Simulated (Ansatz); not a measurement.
`N#CC#CC#N` + H₂ → `C#CC#N` + `C#N` at 700 K and 1 bar (hydrogenolysis of a C–C bond).

Program: Ansatz. Geometries: PBE0-D4/def2-TZVP. ΔE: electronic, gas phase. CCSD(T)/CBS adds triple-zeta CCSD(T) − MP2 to the extrapolated MP2 energy (def2 sets, frozen cores). This one scheme is used for every species.

```csv
species,CCSD(T)/CBS energy (Eh),H − E (kJ/mol),S (J/(mol·K))
`N#CC#CC#N`,-261.48899,127.6,368.8
H₂,-1.17544,46.8,155.3
`C#CC#N`,-169.36066,115.0,311.5
`C#N`,-93.32098,68.7,235.2
```

H − E and S are ideal-gas, rigid-rotor, harmonic terms from PBE0-D4/def2-TZVP. The MP2-based limit puts H₂ 0.8 mEh under its directly extrapolated value; such offsets cancel only in part. 1 Eh = 2625.50 kJ/mol, R = 8.31446 J/(mol·K).

**Question.** By hand: ΔE, ΔH, ΔS and ΔG.

**Answer.** ΔE = (-169.36066) + (-93.32098) − (-261.48899) − (-1.17544) = -0.01721 Eh = -45.2 kJ/mol. Δ(H − E) = 115.0 + 68.7 − 127.6 − 46.8 = 9.3, so ΔH = -35.9 kJ/mol. ΔS = 311.5 + 235.2 − 368.8 − 155.3 = 22.6 J/(mol·K). ΔG = -35.9 − 700 × (22.6)/1000 = -51.7 kJ/mol.

**Question.** By hand: the equilibrium constant, and the temperature at which ΔG would vanish if ΔH and ΔS stayed fixed.

**Answer.** log₁₀ K = −ΔG/(RT ln 10) = 3.9. ΔH and −TΔS have one sign here, so there is no such temperature.

TΔS isn't small against ΔH here. A doubt of 5 kJ/mol in ΔE shifts log₁₀ K by 0.4 here. These are equilibria of isolated gas molecules and say nothing of rates. Largest T1 diagnostic: 0.015 (customary marks: 0.02 for closed shells, 0.045 for open ones).
